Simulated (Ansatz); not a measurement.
**Si2H6 (singlet): wave-function methods side by side at a displaced geometry (v2), cc-pVDZ**

The task here is to estimate one member of a computed series from the others.

Computed with Ansatz 0.2.0, Gaussian basis. Level: cc-pVDZ, core rule «outside noble gas», up to 10 orbitals frozen.

Plan: UHF; CCSD(T) on RHF; BCCD(T) on RHF; CISD; CCSDT(Q) on RHF; CASSCF and NEVPT2, 8 electrons in 8 orbitals.

9 further runs of the same task are left out: 3 that didn't finish, 6 set aside as unsound or not needed.

## What is computed

The geometry is a PBE0/def2-TZVP stationary point (not a proven minimum) with its atoms shifted at random (size 0.100 Å).

8 atoms, charge 0, spin multiplicity 1.

Atoms are counted from 1 here; the program's logs count them from 0.

Bond lengths: Si1–Si2 2.175 Å, Si1–H3 1.499 Å, Si1–H4 1.546 Å, Si1–H5 1.639 Å, Si2–H6 1.644 Å, Si2–H7 1.420 Å, Si2–H8 1.501 Å. Angles: Si2–Si1–H3 113.5°, Si2–Si1–H4 109.6°, Si2–Si1–H5 112.8°, H3–Si1–H4 108.8°, H3–Si1–H5 107.0°, H4–Si1–H5 104.7°, Si1–Si2–H6 115.2°, Si1–Si2–H7 113.9°, Si1–Si2–H8 114.2°, H6–Si2–H7 103.5°, H6–Si2–H8 103.4°, H7–Si2–H8 105.3°.

Coordinates:

```xyz
8

Si   -1.08999   -0.00300   -0.00399
Si    1.08534    0.01485    0.00781
H    -1.70012    1.36601    0.00810
H    -1.60862   -0.78953    1.22147
H    -1.71152   -0.79356   -1.29790
H     1.79742   -1.46477   -0.07475
H     1.65079    0.59070    1.17664
H     1.70158    0.76094   -1.13999
```

Set-up of the first run:

Input file in.yaml:

```yaml
crystal:
  periodic: [false, false, false]
  atoms:
    - {symbol: Si, position_ang: [-1.089987, -0.002998, -0.003992]}
    - {symbol: Si, position_ang: [1.085339, 0.014849, 0.007812]}
    - {symbol: H, position_ang: [-1.700124, 1.366006, 0.008097]}
    - {symbol: H, position_ang: [-1.608619, -0.789534, 1.221468]}
    - {symbol: H, position_ang: [-1.711522, -0.793559, -1.297895]}
    - {symbol: H, position_ang: [1.797422, -1.464768, -0.074748]}
    - {symbol: H, position_ang: [1.650794, 0.590703, 1.176635]}
    - {symbol: H, position_ang: [1.701581, 0.760936, -1.139986]}
basis:
  gaussian: {orbitals: cc-pVDZ}
magnetization: {spin_polarized: true, initial_magnetization: 0}
hamiltonian: {xc: hf}
output: {orbitals: {seedname: orbitals}}
```

Command:

```bash
> ansatz run in.yaml --threads 1 --pin off --events-out ev --progress --plain --max-ram 2393MiB
```

Among the steps run: UHF; CCSD(T) on RHF; BCCD(T) on RHF; CISD; CCSDT(Q) on RHF; CASSCF and NEVPT2, 8 electrons in 8 orbitals.

One of the session's tables, all rows but one given; the rest of the session is left out.

```
         method  from RCCSDT(Q) (kcal/mol)
            RHF                    +173.73
           RMP2                     +37.98
           CISD                          ?
          RCCSD                      +4.96
       RCCSD(T)                      +0.94
        BCCD(T)                      +0.92
         RCCSDT                      +0.15
      RCCSDT(Q)                          0
CASSCF frontier                    +135.11
NEVPT2 frontier                     +37.72
```

**Question.** Estimate the row for CISD.

As computed: from RCCSDT(Q) (kcal/mol): +22.03. In the column «from RCCSDT(Q) (kcal/mol)» it lies between RCCSD (+4.96) and NEVPT2 frontier (+37.72).
